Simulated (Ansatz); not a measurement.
Species, as SMILES: [H][H] (H2).
Atoms: H1, H2. Bonds: H1-H2.

Basis-set convergence of the optimised H1-H2 bond length at B3LYP with Ansatz (a quantum-chemistry and plane-wave program). All functions are spherical. The program fits the integrals of some runs and decomposes those of others, by size. No added dispersion term, no relativity. Reference: the value in aug-cc-pV5Z, 0.7418 Å, itself unsure by roughly 0.0001 Å (its mean distance from pcseg-4, aug-pcseg-3, aug-cc-pVQZ). Deviations are taken from unrounded values.

| basis | functions | optimised H1-H2 bond length (Å) |
|---|---|---|
| cc-pVDZ | 10 | 0.7617 |
| aug-cc-pVDZ | 18 | 0.7608 |
| def2-SVP | 10 | 0.7608 |
| def2-SVPD | 16 | 0.7602 |
| pcseg-1 | 10 | 0.7554 |
| aug-pcseg-1 | 18 | 0.7555 |
| def2-TZVP | 12 | 0.7439 |
| def2-TZVPD | 18 | 0.7440 |
| def2-TZVPP | 28 | 0.7429 |
| def2-TZVPPD | 34 | 0.7429 |
| pcseg-2 | 28 | 0.7436 |
| aug-pcseg-2 | 46 | 0.7435 |
| cc-pVQZ | 60 | 0.7420 |
| aug-cc-pVQZ | 92 | 0.7420 |
| def2-QZVPP | 60 | 0.7418 |
| def2-QZVPPD | 66 | 0.7418 |
| pcseg-3 | 66 | 0.7419 |
| aug-pcseg-3 | 98 | 0.7419 |
| cc-pV5Z | 110 | 0.7418 |
| aug-cc-pV5Z | 160 | 0.7418 |

What the diffuse functions change, pair by pair:
- cc-pVDZ to aug-cc-pVDZ: 8 more functions, deviation 0.0200 to 0.0191 Å
- def2-SVP to def2-SVPD: 6 more functions, deviation 0.0190 to 0.0184 Å
- pcseg-1 to aug-pcseg-1: 8 more functions, deviation 0.0136 to 0.0137 Å
- def2-TZVP to def2-TZVPD: 6 more functions, deviation 0.0022 to 0.0022 Å
- def2-TZVPP to def2-TZVPPD: 6 more functions, deviation 0.0011 to 0.0011 Å
- pcseg-2 to aug-pcseg-2: 18 more functions, deviation 0.0019 to 0.0018 Å
- cc-pVQZ to aug-cc-pVQZ: 32 more functions, deviation 0.0002 to 0.0002 Å
- def2-QZVPP to def2-QZVPPD: 6 more functions, deviation 0.0001 to 0.0001 Å
- pcseg-3 to aug-pcseg-3: 32 more functions, deviation 0.0001 to 0.0001 Å
- cc-pV5Z to aug-cc-pV5Z: 50 more functions, deviation 0.0000 to 0.0000 Å

Leaving out the reference's own pair, they bring the value nearer the reference by more than 0.0001 Å in 2 of 9 pairs.
